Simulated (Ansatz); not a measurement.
fcc Ir, treated with r²SCAN-D4 (PAW; Ansatz, an electronic-structure program).

Numerical settings: plane-wave cutoff 560 eV, 24×24×24 k mesh, Fermi–Dirac smearing 0.05 eV, no spin polarisation, scalar-relativistic PAW data made under PBE.

Computed at the level's own relaxed cell.

### Question
What does this level give for the volume per atom, bulk modulus B0, equilibrium lattice constant a and pressure derivative B′ of the bulk modulus?

### Answer

- volume per atom = 14.11 Å³/atom
- bulk modulus B0 = 386 GPa
- equilibrium lattice constant a = 3.835 Å
- pressure derivative B′ of the bulk modulus = 5.0

The run finds no gap.

Measured, for comparison: equilibrium volume per atom 14.06 Å³/atom, lattice constant a 3.831 Å (static lattice: zero-point anharmonic expansion removed; as tabulated in Mejia-Rodriguez and Trickey (2018), arXiv:1807.09216); bulk modulus 365 GPa (corrected for temperature and zero-point phonon effects; as tabulated in Levämäki et al. (2014), arXiv:1402.3671). Computed (rounded) less measured: equilibrium volume per atom +0.4 %, bulk modulus +6 %, lattice constant a +0.1 %.

Spin–orbit coupling is not included.

Static lattice: no zero-point or thermal effects.

Computing time: roughly 80 core-seconds.
